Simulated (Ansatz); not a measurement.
The input, for Ansatz 0.2.0:

```yaml
crystal:
  periodic: [false, false, false]
  atoms:
    - {symbol: B, position_ang: [0.000000, 0.000000, 0.959973]}
    - {symbol: Be, position_ang: [0.000000, 0.000000, -0.913188]}
    - {symbol: H, position_ang: [0.000000, 1.003181, 1.621829]}
    - {symbol: H, position_ang: [0.000000, -1.003180, 1.621829]}
    - {symbol: H, position_ang: [0.000000, 0.000000, -5.375188]}
basis:
  gaussian: {orbitals: 6-31G}
magnetization: {spin_polarized: false}
correlation: {method: ccsdt_q, electrons: outside_noble_gas}
```

```sh
$ ansatz run in.yaml --threads 1 --pin off --events-out ev --progress --plain --max-ram 2393MiB
```

Question: Roughly how long does this take on 1 thread of AMD EPYC 9B14, shared host, and how much host memory?

Answer: 1.5 s wall and 0.11 GiB.

```
541 factors; integrals over basis functions are off by at most 2.4e-7 eV
mean field evaluation 1: about -1104.4023 eV, gradient 1.7e1 eV
mean field evaluation 2: about -1104.3970 eV, gradient 1.7e1 eV
mean field evaluation 4: about -1105.7691 eV, gradient 1.0e1 eV
mean field evaluation 8: about -1108.2014 eV, gradient 3.2e-1 eV
mean field evaluation 16: about -1093.9930 eV, gradient 2.8e1 eV
mean field evaluation 32: about -1107.2044 eV, gradient 3.6e-6 eV
mean field evaluation 64: about -1108.2208 eV, gradient 2.4e-2 eV
mean field evaluation 96: about -1100.2298 eV, gradient 1.1e1 eV
mean field evaluation 128: about -1091.1887 eV, gradient 2.5e-3 eV
mean field -1108.19808943 eV, -40.7255286229 hartree, gradient 2.5e-6 eV, S^2 0.000000; 9 other end points of the search recorded, 0 dependent functions left out; unrestricted orbitals would lower it
mean field evaluation 160: about -1109.1964 eV, gradient 6.0e0 eV
determinant -1108.19808943 eV, -40.7255286229 hartree, with singles and doubles -1113.23264473 eV, -40.9105451177 hartree
determinant -1107.20440860 eV, -40.6890115261 hartree, with singles and doubles -1112.65213182 eV, -40.8892116617 hartree
determinant -1106.18751335 eV, -40.6516413148 hartree, with no singles and doubles
determinant -1100.88938012 eV, -40.4569385097 hartree, with no singles and doubles
determinant -1097.42451337 eV, -40.3296070055 hartree, with no singles and doubles
...
cycle  16  -6.09266347 eV  change   -2.9e-3 eV  update   4.9e-4
cycle  17  -6.09299313 eV  change   -3.3e-4 eV  update   1.0e-4
cycle  18  -6.09308148 eV  change   -8.8e-5 eV  update   4.1e-5
cycle  19  -6.09303521 eV  change    4.6e-5 eV  update   1.7e-5
cycle  20  -6.09305843 eV  change   -2.3e-5 eV  update   7.6e-6
cycle  21  -6.09305611 eV  change    2.3e-6 eV  update   3.3e-6
cycle  22  -6.09305539 eV  change    7.2e-7 eV  update   1.5e-6
cycle  23  -6.09305572 eV  change   -3.3e-7 eV  update   8.1e-7
cycle  24  -6.09305604 eV  change   -3.2e-7 eV  update   3.7e-7
cycle  25  -6.09305605 eV  change   -9.0e-9 eV  update   2.1e-7
perturbative correction -0.01376548 eV, -0.0005058720 hartree
WARN: these amplitudes may be one of several solutions (largest doubles amplitude 0.98, level shift 7.08 eV)
Total energy: -1114.30491096 eV, -40.9499501747 hartree
```

For the same geometry and basis full CI lies 4.8 meV higher. By full CI's occupations no single determinant describes the state well.
